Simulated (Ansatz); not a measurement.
A made-up structure of Si2H4S, singlet:

```
7
angstrom
Si -0.7352 -0.1246 -0.5346
Si 0.6599 0.3655 0.5223
S 0.5508 -1.7701 0.0940
H -2.0615 -0.2135 0.1537
H -0.5556 0.1419 -1.9970
H 0.3187 0.6230 1.9568
H 1.8228 0.9778 -0.1952
```

It is relaxed with PBE-D4/def2-SVP and then PBE0-D4/def2-TZVP (Ansatz 0.2.0). Atoms count as bonded within 1.22 times the sum of their covalent radii (H–H: 0.88 Å). The end point is not checked to be a true minimum.

Question: Does its bonding change? (Judge from chemistry; the calculation decides.)

Answer: The calculation gives: No: no bond forms or breaks.

Where it ends: The first stage lowers the energy by 2.74 eV in 5 steps. It ends as Si₂H₄S ([SiH2]1[SiH2][S]1):
Si1  (-0.896, -0.191, -0.658)
Si2  (0.826, 0.414, 0.646)
S3  (0.510, -1.639, 0.087)
H4  (-2.276, -0.326, -0.135)
H5  (-0.882, 0.002, -2.127)
H6  (0.661, 0.706, 2.090)
H7  (2.055, 1.034, 0.098)
(Å)

Labels in which every atom is bracketed show which atoms are joined, not bond orders.

For scale, one of the runs: PBE0-D4/def2-TZVP relaxation, 135 basis functions, launched by `ansatz run in.yaml --threads 2 --pin off --events-out ev --progress --plain --max-ram 4352MiB`. The run took about 14 s on 2 CPU threads of an Arm Neoverse V1 (shared host).
